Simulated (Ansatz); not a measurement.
Input file:

```yaml
crystal:
  periodic: [false, false, false]
  atoms:
    - {symbol: Ga, position_ang: [0.000000, 0.000000, 0.000000]}
    - {symbol: As, position_ang: [0.000000, 0.000000, 2.703500]}
basis:
  gaussian: {orbitals: cc-pVDZ}
total_charge: 1
magnetization: {spin_polarized: false, initial_magnetization: 2}
correlation: {active_space: {window: {electrons: 3, orbitals: 5}, states: [{multiplicity: 2, weights: [1, 1, 1, 1]}], root: 2}}
```

```sh
$ ansatz run in.yaml --threads 1 --pin off --events-out ev --progress --plain --max-ram 2393MiB
```

Problem. One thing in this input was set wrong on purpose, beside settings that are merely unusual. What is the gravest fault, and what does the program do?

Solution. Multiplicity of wrong parity. How the run ends: refused.
```
Error: a molecule whose nuclei and cores have a total charge of 64 cannot have a net charge of 1 together with 2 unpaired electrons
```
